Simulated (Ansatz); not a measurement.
# CH5AlO: the cost of one run

Method: RKS PBE-D4/def2-SVP, in Ansatz 0.2.0.

### 1 The system as given

Bond lengths: Al1–H2 1.560 Å, Al1–O3 1.780 Å, O3–H4 1.010 Å, Al1–C5 1.970 Å, C5–H6 1.110 Å, C5–H7 1.110 Å, C5–H8 1.110 Å. Angles: H2–Al1–O3 120.0°, H2–Al1–C5 120.0°, O3–Al1–C5 120.0°, Al1–O3–H4 109.5°, Al1–C5–H6 109.5°, Al1–C5–H7 109.5°, Al1–C5–H8 109.5°, H6–C5–H7 109.4°, H6–C5–H8 109.4°, H7–C5–H8 109.4°.

As a file:

```xyz
8

Al    0.0000    0.0000    0.0000
H     0.0000    0.0000    1.5600
O     1.5415    0.0000   -0.8900
H     1.8414   -0.9519   -1.0449
C    -1.7060    0.0000   -0.9850
H    -2.2662   -0.9305   -0.7558
H    -2.3102    0.8797   -0.6796
H    -1.5043    0.0508   -2.0753
```

### 2 Relaxing the start

Input file input.yaml:

```yaml
crystal:
  periodic: [false, false, false]
  atoms:
    - { symbol: Al, position_ang: [0.0, 0.0, 0.0] }
    - { symbol: H, position_ang: [0.0, 0.0, 1.56] }
    - { symbol: O, position_ang: [1.5415, 0.0, -0.89] }
    - { symbol: H, position_ang: [1.8414, -0.9519, -1.0449] }
    - { symbol: C, position_ang: [-1.706, 0.0, -0.985] }
    - { symbol: H, position_ang: [-2.2662, -0.9305, -0.7558] }
    - { symbol: H, position_ang: [-2.3102, 0.8797, -0.6796] }
    - { symbol: H, position_ang: [-1.5043, 0.0508, -2.0753] }
basis:
  gaussian: { orbitals: def2-SVP }
hamiltonian:
  xc: pbe
  dispersion: d4
relax:
  f_tol: 0.02
  max_steps: 40
output:
  orbitals: {}
```

Command:

```sh
ansatz run input.yaml --threads 1 --pin off --max-ram 2048MiB --backend cpu --events-out ev --progress --plain --runs-dir out
```

**Question.** How long does this run take on 1 thread of Arm Neoverse V2, shared host, and how much memory does it need?

About 19 s, with a peak of 0.13 GiB.
